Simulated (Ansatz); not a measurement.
`CCCCCC`, charge 0, multiplicity 1.

Task: Give a relaxed structure at PBE0-D4/def2-TZVP (Ansatz). (An estimate is asked.)

Result: Computed: 
```xyz
20

C     1.900   -0.658   -1.335
C     0.559   -1.201   -0.870
C     0.282   -0.981    0.613
C     0.263    0.479    1.058
C    -0.737    1.365    0.325
C    -2.182    0.917    0.472
H     1.954    0.429   -1.235
H     2.083   -0.899   -2.384
H     2.720   -1.083   -0.748
H     0.515   -2.276   -1.074
H    -0.243   -0.754   -1.468
H     1.043   -1.511    1.197
H    -0.672   -1.453    0.869
H     1.265    0.907    0.946
H     0.044    0.511    2.131
H    -0.478    1.417   -0.739
H    -0.636    2.388    0.704
H    -2.865    1.619   -0.011
H    -2.350   -0.064    0.022
H    -2.466    0.849    1.526
```
Point group C2.
This is one stationary point; other conformers may exist.
